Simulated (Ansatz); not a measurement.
ethane (SMILES CC) moved off its minimum; all values from Ansatz (an electronic-structure program), cores frozen in correlated methods.
(charge 0, multiplicity 1)
```xyz
8

C     -0.78359     0.20456     0.02417
C      0.84825    -0.16816     0.08030
H     -1.29423    -0.72011    -0.79274
H     -0.92243     1.19603    -0.30650
H     -1.28028    -0.14853     0.85670
H      1.07480    -1.08692     0.21699
H      1.20391     0.56532     0.70432
H      1.19806     0.20443    -1.02726
```

```json
[
 {"level": "HF/def2-TZVPP", "largest force (eV/Å)": "11.15", "on atom": "C2", "rms difference from CCSD(T)/cc-pVTZ (eV/Å)": "0.253", "dipole (D)": "0.44"},
 {"level": "PBE/def2-TZVPP", "largest force (eV/Å)": "10.34", "on atom": "C2", "rms difference from CCSD(T)/cc-pVTZ (eV/Å)": "0.116", "dipole (D)": "0.28"},
 {"level": "r2SCAN/def2-TZVPP", "largest force (eV/Å)": "10.45", "on atom": "C2", "rms difference from CCSD(T)/cc-pVTZ (eV/Å)": "0.025", "dipole (D)": "0.31"},
 {"level": "B3LYP/def2-TZVPP", "largest force (eV/Å)": "10.38", "on atom": "C2", "rms difference from CCSD(T)/cc-pVTZ (eV/Å)": "0.056", "dipole (D)": "0.32"},
 {"level": "wB97M-V/def2-TZVPP", "largest force (eV/Å)": "10.52", "on atom": "C2", "rms difference from CCSD(T)/cc-pVTZ (eV/Å)": "0.057", "dipole (D)": "0.31"},
 {"level": "MP2/cc-pVTZ", "largest force (eV/Å)": "10.66", "on atom": "C2", "rms difference from CCSD(T)/cc-pVTZ (eV/Å)": "0.096", "dipole (D)": "0.27"},
 {"level": "CCSD(T)/cc-pVTZ", "largest force (eV/Å)": "10.50", "on atom": "C2", "rms difference from CCSD(T)/cc-pVTZ (eV/Å)": "0.000", "dipole (D)": "0.31"}
]
```

The differences count from one level among others, with limits of its own. Forces at CCSD(T)/cc-pVTZ (eV/Å):

```tsv
atom	Fx	Fy	Fz
C1	2.113	-5.589	-3.720
C2	-4.532	7.519	-5.762
H3	1.411	3.169	1.747
H4	-0.477	0.913	-0.264
H5	-0.957	0.177	2.290
H6	1.437	-6.138	1.254
H7	1.501	1.143	1.903
H8	-0.496	-1.195	2.553
```
